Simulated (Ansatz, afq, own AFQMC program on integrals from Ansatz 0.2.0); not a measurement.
SiH₅, doublet: AFQMC among the cluster methods

```csv
atom,x (Å),y (Å),z (Å)
Si,-0.0796,0.0000,0.0000
H,-0.5745,1.3997,0.0000
H,-0.5745,-0.6999,1.2122
H,-0.5745,-0.6999,-1.2122
H,1.4904,0.0000,0.0000
H,2.4504,0.0000,0.0000
```

Basis cc-pVTZ. Only valence electrons are correlated. Ansatz 0.2.0 and our own AFQMC program on the same integrals; the CISD trial comes from CCSD amplitudes, and released means the phaseless constraint is let go. Error bars are statistical, one sigma.

Determinant: UHF, the one that the program's search chose, which needn't be the lowest solution. The geometry is a point of a scan.

No full CI on the walks' own integrals is used here; CCSDT(Q) serves as the reference and is uncertain by about the last step of the cluster series.

The T1 diagnostic is 0.0165 and the weight of the determinant in the CISD state is 0.902. The ⟨S²⟩ of the determinant is 0.772 and the size of the correlated space is 9 electrons in 99 orbitals.

```
  level  correlation energy (eV)
    MP2                  -4.2333
   CCSD                  -5.1535
CCSD(T)                  -5.2816
```

(1) Estimate where AFQMC with the constraint released lies against CCSD(T) on the same integrals.

(1) 0.67 ± 0.10 kcal/mol below CCSD(T).

Reference: CCSDT(Q), correlation energy -5.311 eV. The released energy is read at 2.40 1/Eh (meV from the phaseless value at times in 1/Eh: -4 ± 4 at 0.24, -7 ± 4 at 0.51, -7.1 ± 2.4 at 0.99, -6 ± 3 at 1.62, -4 ± 4 at 2.40).

```
         level  E − E(reference) (kcal/mol)  share of correlation (%)
       CCSD(T)                         0.68                     99.45
         CCSDT                         0.09                     99.93
 ph-AFQMC/CISD                  0.09 ± 0.09                     99.93
released AFQMC                  0.01 ± 0.10                    100.00
```

A walk keeps the symmetry of its determinant, which the program's search chose and which needn't be the lowest solution, so a lower state of the same spin and another symmetry isn't excluded. Released energies are given only where the last usable release times agree within the noise; a slower fall can still hide under it.
